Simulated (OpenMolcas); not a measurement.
# singlet Si2H5O−: levels of theory compared

Wanted: a comparison of 6 runs (B3LYP/6-31G*, M06-2X/def2-SVPD, M06-L/def2-SVPD, PBE/def2-SVPD, revPBE/def2-SVPD, MP2/def2-SVPD) of singlet Si2H5O−. 

The calculation is run with OpenMolcas 26.06.

1 further run of the same task is left out (set aside as unsound or not needed).

## Step 1: Starting point

Si2H5O− has 8 atoms, charge -1, and is taken as a singlet. As SMILES of the parent species, `O[SiH][SiH3]`. The coordinates come from a PBE0-D4/def2-TZVP relaxation. This is one conformer, not always the lowest. That shape belongs to the parent species and isn't relaxed for this state.

Bond lengths: O1–Si2 1.657 Å, Si2–Si3 2.344 Å, O1–H4 0.959 Å, Si2–H5 1.490 Å, Si3–H6 1.488 Å, Si3–H7 1.491 Å, Si3–H8 1.489 Å. Angles: O1–Si2–Si3 114.2°, O1–Si2–H5 104.7°, Si3–Si2–H5 113.1°, Si2–O1–H4 116.9°, Si2–Si3–H6 108.0°, Si2–Si3–H7 114.5°, Si2–Si3–H8 108.6°, H6–Si3–H7 108.9°, H6–Si3–H8 108.7°, H7–Si3–H8 108.0°.

## Step 2: The energy at B3LYP/6-31G(d) (Cartesian functions) (run 1)

Contents of test.inp:

```
* H5OSi2 Kohn-Sham DFT
&gateway
baslib=$CurrDir
coord
8
angstrom
O       -0.929000       0.938400      -1.717100
Si       0.090400       1.134000      -0.425000
Si       0.314200      -0.774200       0.917600
H       -1.805900       0.598400      -1.530300
H        1.378700       1.582300      -1.024400
H        1.190000      -0.426800       2.069000
H        0.883900      -1.960400       0.216700
H       -1.030200      -1.148700       1.437600
basis=6-31Gs
group=NoSym
&seward
gridinput
Grid=UltraFine
End of Grid
&scf
charge=-1
ksdft=B3LYP
thresholds=1e-10 1e-07 1e-07 1e-05
prorbitals=1 1
```

The basis set 6-31G* is read from a file made from the Basis Set Exchange's data (not shown).

Launch:

```sh
$ export MOLCAS_MEM=1860
$ pymolcas test.inp > test.log
```

Log:

```text
--- Start Module: gateway ---
[...]
--- Stop Module: gateway /rc=_RC_ALL_IS_WELL_ ---
--- Start Module: seward ---
[...]
      Basis functions           63
--- Stop Module: seward /rc=_RC_ALL_IS_WELL_ ---
--- Start Module: scf ---
[...]
       Convergence after  16 Iterations
[...]
::    Total KS-DFT energy                            -657.2066943051
[...]
      Total spin, S                                     0.0000000000
[...]
      Total electronic charge=   42.000000
      Total            charge=   -1.000000
[...]
      Dipole Moment (debye):
      Origin of the operator (angstrom)=   -0.0379    0.3080   -0.1624
                   X= -1.4101E+00               Y= -2.3243E+00               Z= -6.1077E-01           Total=  2.7864E+00
      Center of Charge (angstrom)
[...]
--- Stop Module: scf /rc=_RC_ALL_IS_WELL_ ---
[...]
```

Wall time 11 s (1 thread of Intel Xeon 6975P-C (Granite Rapids), shared host); peak memory 0.4 GiB.

## Step 3: A single-point energy at M06-2X/def2-SVPD (run 2)

Contents of mol.inp:

```
>>> EXPORT MOLCAS_PRINT=2
&GATEWAY
BasLib
$CurrDir
Coord
8
angstrom
O       -0.929000       0.938400      -1.717100
Si       0.090400       1.134000      -0.425000
Si       0.314200      -0.774200       0.917600
H       -1.805900       0.598400      -1.530300
H        1.378700       1.582300      -1.024400
H        1.190000      -0.426800       2.069000
H        0.883900      -1.960400       0.216700
H       -1.030200      -1.148700       1.437600
Basis
def2-SVPD
Group
NoSym
&SEWARD
GridInput
Grid=UltraFine
End of Grid
&SCF
Charge
-1
KSDFT
M062X
Thresholds
1e-10 1e-07 1e-07 1e-05
PrOrbitals
1
```

The basis set def2-SVPD is read from a file made from the Basis Set Exchange's data (not shown).

Launch:

```sh
$ export MOLCAS_MEM=1860
$ pymolcas mol.inp > mol.log
```

Log:

```text
--- Start Module: gateway ---
[...]
--- Stop Module: gateway /rc=_RC_ALL_IS_WELL_ ---
--- Start Module: seward ---
[...]
      Basis functions          111
--- Stop Module: seward /rc=_RC_ALL_IS_WELL_ ---
[...]
--- Start Module: scf ---
[...]
       Convergence after  19 Iterations
[...]
::    Total KS-DFT energy                            -656.9144951128
[...]
      Total spin, S                                     0.0000000000
[...]
      Total electronic charge=   42.000000
      Total            charge=   -1.000000
[...]
      Dipole Moment (debye):
      Origin of the operator (angstrom)=   -0.0379    0.3080   -0.1624
                   X= -1.3816E+00               Y= -2.5860E+00               Z= -7.0739E-01           Total=  3.0160E+00
      Center of Charge (angstrom)
[...]
--- Stop Module: scf /rc=_RC_ALL_IS_WELL_ ---
[...]
```

Wall time 50 s (1 thread of Intel Xeon 6975P-C (Granite Rapids), shared host); peak memory 0.66 GiB.

Run 3 isn't shown in full; the table further down has it.

## Step 4: A single-point energy at PBE/def2-SVPD (run 4)

Contents of test.inp:

```
&GATEWAY
BASLIB=$CurrDir
COORD
8
angstrom
O       -0.929000       0.938400      -1.717100
Si       0.090400       1.134000      -0.425000
Si       0.314200      -0.774200       0.917600
H       -1.805900       0.598400      -1.530300
H        1.378700       1.582300      -1.024400
H        1.190000      -0.426800       2.069000
H        0.883900      -1.960400       0.216700
H       -1.030200      -1.148700       1.437600
BASIS=def2-SVPD
GROUP=NoSym
&SEWARD
GRIDINPUT
Grid=UltraFine
End of Grid
&SCF
CHARGE=-1
KSDFT=PBE
THRESHOLDS=1e-10 1e-07 1e-07 1e-05
PRORBITALS=1 2
```

The basis set def2-SVPD is read from a file made from the Basis Set Exchange's data (not shown).

Launch:

```sh
$ export MOLCAS_MEM=1860
$ pymolcas test.inp > test.log
```

Log:

```text
--- Start Module: gateway ---
[...]
--- Stop Module: gateway /rc=_RC_ALL_IS_WELL_ ---
--- Start Module: seward ---
[...]
      Basis functions          111
--- Stop Module: seward /rc=_RC_ALL_IS_WELL_ ---
[...]
--- Start Module: scf ---
[...]
       Convergence after  21 Iterations
[...]
::    Total KS-DFT energy                            -656.6013239546
[...]
      Total spin, S                                     0.0000000000
[...]
      Total electronic charge=   42.000000
      Total            charge=   -1.000000
[...]
      Dipole Moment (debye):
      Origin of the operator (angstrom)=   -0.0379    0.3080   -0.1624
                   X= -1.3630E+00               Y= -2.1713E+00               Z= -8.0240E-01           Total=  2.6863E+00
      Center of Charge (angstrom)
[...]
--- Stop Module: scf /rc=_RC_ALL_IS_WELL_ ---
[...]
```

Run time: 39 s. Hardware: 1 thread of Intel Xeon 6975P-C (Granite Rapids), shared host; peak memory 0.66 GiB.

Run 5 isn't shown in full; the table further down has it.

## Step 5: A single-point energy at MP2/def2-SVPD (run 6)

Contents of calc.inp:

```
* H5OSi2 MP2
&GATEWAY
BASLIB=$CurrDir
COORD
8
angstrom
O       -0.929000       0.938400      -1.717100
Si       0.090400       1.134000      -0.425000
Si       0.314200      -0.774200       0.917600
H       -1.805900       0.598400      -1.530300
H        1.378700       1.582300      -1.024400
H        1.190000      -0.426800       2.069000
H        0.883900      -1.960400       0.216700
H       -1.030200      -1.148700       1.437600
BASIS=def2-SVPD
GROUP=NoSym
&SEWARD
&SCF
CHARGE=-1
THRESHOLDS=1e-10 1e-07 1e-07 1e-05
PRORBITALS=0
&MBPT2
FROZEN=11
```

The basis set def2-SVPD is read from a file made from the Basis Set Exchange's data (not shown).

Launch:

```sh
$ export MOLCAS_MEM=1860
$ pymolcas calc.inp > calc.log
```

Log:

```text
--- Start Module: gateway ---
[...]
--- Stop Module: gateway /rc=_RC_ALL_IS_WELL_ ---
[...]
      Basis functions          111
[...]
--- Start Module: scf ---
[...]
       Convergence after  17 Iterations
[...]
::    Total SCF energy                               -655.3842181274
[...]
      Total spin, S                                     0.0000000000
[...]
      Total electronic charge=   42.000000
      Total            charge=   -1.000000
[...]
      Dipole Moment (debye):
      Origin of the operator (angstrom)=   -0.0379    0.3080   -0.1624
                   X= -1.2548E+00               Y= -3.2731E+00               Z= -6.3724E-01           Total=  3.5628E+00
      Center of Charge (angstrom)
[...]
--- Stop Module: scf /rc=_RC_ALL_IS_WELL_ ---
[...]
--- Start Module: mbpt2 ---
[...]
WARNING!
Default frozen orbitals as non valence orbitals is overwritten by user input.
Default values:   5
[...]
       Reference weight ( Cref**2 )         =        0.85500
::    Total MBPT2 energy                             -655.8086182166
[...]
      Total MBPT2 calculations                           0.41      0.46
--- Stop Module: mbpt2 /rc=_RC_ALL_IS_WELL_ ---
[...]
```

Wall time 12 s (1 thread of Intel Xeon 6975P-C (Granite Rapids), shared host); peak memory 0.66 GiB.

## Step 6: All runs side by side

```csv
run,level,Cartesian functions,integration grid,energy (Eh),HOMO energy (eV),LUMO energy (eV),HOMO–LUMO gap (eV),wall time
1,B3LYP/6-31G* (Cartesian functions),yes,UltraFine,-657.206694,1.83,5.08,3.25,11 s
2,M06-2X/def2-SVPD,no,UltraFine,-656.914495,0.27,4.53,4.25,50 s
3,M06-L/def2-SVPD,no,UltraFine,-656.973635,1.92,4.17,2.25,54 s
4,PBE/def2-SVPD,no,UltraFine,-656.601324,1.86,3.34,1.48,39 s
5,revPBE/def2-SVPD,no,UltraFine,-656.842531,1.91,3.41,1.50,39 s
6,MP2/def2-SVPD,no,–,-655.808618,-0.64,5.98,6.62,12 s
```

## Step 7: What came out

| quantity | value |
| --- | --- |
| run 6: total energy | -655.80862 Eh |
| run 6: HOMO energy (Hartree–Fock orbitals) | -0.64 eV |
| run 6: LUMO energy (Hartree–Fock orbitals) | 5.98 eV |
| run 6: HOMO–LUMO gap (to an unbound level, set by the basis) | 6.62 eV |
| run 6: correlation energy (11 core orbitals frozen) | -424.4 mEh |

In words: Over runs 1, 2, 3, 4, 5 the HOMO–LUMO gap runs from 1.48 eV (PBE/def2-SVPD) to 4.25 eV (M06-2X/def2-SVPD). The empty levels of an anion lie above zero and hang on the basis. Totals of different functionals can't be ranked against each other. In runs 1, 2, 3, 4, 5 the HOMO lies above zero, so the outermost electron may be held by the basis alone. All runs together took 3.4 min, the longest 54 s.
